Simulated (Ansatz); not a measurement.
Input file:

```yaml
crystal:
  periodic: [false, false, false]
  atoms:
    - {symbol: Si, position_ang: [0.000000, 0.000000, 0.000000]}
    - {symbol: Mg, position_ang: [0.000000, 0.000000, 2.014000]}
basis:
  gaussian: {orbitals: cc-pVDZ}
correlation: {active_space: {window: {electrons: 2, orbitals: 6}}}
accuracy: high
```

```sh
$ ansatz run in.yaml --threads 1 --pin off --events-out ev --progress --plain --max-ram 2393MiB
```

Output:

```
700 factors; integrals over basis functions are off by at most 3.6e-9 eV
mean field evaluation 1: about -13288.3754 eV, gradient 5.8e0 eV
mean field evaluation 2: about -13288.3973 eV, gradient 5.9e0 eV
mean field evaluation 4: about -13288.6502 eV, gradient 8.4e-1 eV
mean field evaluation 8: about -13288.6666 eV, gradient 3.7e-3 eV
mean field evaluation 16: about -13288.6666 eV, gradient 1.3e-8 eV
mean field evaluation 32: about -13288.6709 eV, gradient 2.6e-1 eV
mean field -13288.66661337 eV, -488.3494906596 hartree, gradient 1.4e-8 eV, S^2 0.000000; 2 other end points of the search recorded, 0 dependent functions left out
reference -13288.66661337 eV, -488.3494906596 hartree; 13, 13 occupied and 23, 23 virtual orbitals, 700 factors
state -13289.54003112 eV, -488.3815881700 hartree
Total energy: -13289.54003112 eV, -488.3815881700 hartree
```

Natural occupations: 1.8121 0.1575 0.0160 0.0080 0.0048 0.0017.

Ran on 1 thread of Arm Neoverse V2, shared host: 1.8 s wall, 0.1 GiB peak host memory.
